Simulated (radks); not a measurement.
# S²⁺ in [Ne] 3s1 3p2 3d1: an all-electron calculation

An exercise on one series of results from a longer session: the logs are not shown, and one member is left open.

Program: radks (a radial shooting solver on a logarithmic mesh, Libxc functionals) version 1. Level of theory: scalar-relativistic Kohn-Sham, PBE, spin-unpolarised, spherical densities, point nucleus. These are calculated values, not measurements, unless marked.

### The system

| Quantity | Value |
| --- | --- |
| element | sulfur (Z = 16) |
| charge | +2 |
| electrons | 14 |
| configuration | [Ne] 3s1 3p2 3d1 |

Outer shells as boxes (Hund's rule):

S²⁺
```
[Ne] core
3s [↑ ]
3p [↑ ][↑ ][  ]
3d [↑ ][  ][  ][  ][  ]
```

The first run:

Settings of this run:

```text
Z 16
configuration [Ne] 3s1 3p2 3d1
relativity scalar-relativistic
functional pbe,pbe
spin unpolarised
nucleus point
c 137.035999084
```

Command:

```sh
python run_ks.py task.json out
```

All runs below come from this command, one after another.

Among the steps run: Self-consistent calculation.

One table of the session follows, with a row left open; its other results are not shown here.

It belongs to the step «Orbitals and density». From the orbitals of this run (lengths in bohr):

```
level      <r>  outermost maximum (interpolated)  90 % within  nodes
   1s  0.09686                            0.0633        0.173      0
   2s   0.4778                             0.388        0.749      1
   2p        ?                                 ?            ?      ?
   3s    1.557                              1.36         2.32      2
   3p    1.731                              1.47         2.63      1
   3d    2.269                              1.78         3.64      0
```

**Question.** Estimate the row for 2p.

As computed: <r>: 0.4408; outermost maximum (interpolated): 0.325; 90 % within: 0.734; nodes: 0. In the column «<r>» it lies between 1s (0.09686) and 2s (0.4778).
